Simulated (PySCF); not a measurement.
Species: C3H9OP.
Geometry (PBE0-D3(BJ)/def2-TZVP, Å), atoms numbered from 1 in this order:
```xyz
14
C3H9OP angstrom
C      1.4930    0.6721   -0.2506
P      0.1434   -0.2338    0.5400
C     -0.3544   -1.4728   -0.6781
C     -1.2296    0.9399    0.5918
O      0.4972   -0.7998    1.8605
H      1.1974    1.0901   -1.2148
H      1.8096    1.4785    0.4131
H      2.3363   -0.0060   -0.3931
H     -1.2379   -1.9970   -0.3101
H     -0.5770   -1.0245   -1.6483
H      0.4539   -2.1974   -0.7903
H     -1.4786    1.3230   -0.3997
H     -0.9581    1.7715    1.2445
H     -2.1026    0.4418    1.0172
```

Computed with PySCF at wB97X-D/pcSseg-2, non-relativistic, on one gas-phase PBE0-D3(BJ)/def2-TZVP geometry that isn't relaxed in the solvent. The solvent is an IEF-PCM continuum (van der Waals radii × 1.2). Specific hydrogen bonds and non-electrostatic terms are outside this model.

Gas phase at wB97X-D/pcSseg-2: HOMO -9.44 eV, LUMO 1.86 eV, dipole 4.52 D.

**Question.** What does the continuum do to the energy, the frontier levels and the dipole at wB97X-D/pcSseg-2 in chloroform?

**Answer.** 
```
   solvent      ε  E(solvent) − E(gas) (kcal/mol)  polarisation term (kcal/mol)  distortion of the solute (kcal/mol)  HOMO (eV)  LUMO (eV)  dipole (D)
chloroform  4.711                           -8.21                         -9.48                                 1.27      -9.71       2.18        5.59
```

The first energy column is the sum of the next two and covers electrostatics alone.

**Question.** Which radius a makes the point-dipole formula ΔE = −[(ε − 1)/(2ε + 1)]·μ²/a³ give the value in chloroform, with the gas-phase dipole?

**Answer.** μ = 1.779 au and |ΔE| = 0.01308 Eh give a = 2.34 Å; the farthest nucleus lies 2.38 Å from the centroid of the nuclei. The formula assumes a rigid point dipole at the centre of a sphere.

**Question.** Give the dipole vector in the frame of the coordinates (D, pointing from negative to positive charge), gas and chloroform.

**Answer.** Gas (-1.08, 1.73, -4.04), solvent (-1.34, 2.14, -4.99). Its length changes by +24 % and its direction by less than 1°.

Time: 33 s wall, 75 s CPU; peak memory 2.2 GiB. Hardware: 2 threads, Intel Xeon Platinum 8488C (x86_64) (shared host). This is the whole shielding run at wB97X-D/pcSseg-2 in chloroform, SCF included.

wB97X-D is run here without its empirical dispersion term; that term would change no orbital, density or response property at a fixed geometry.
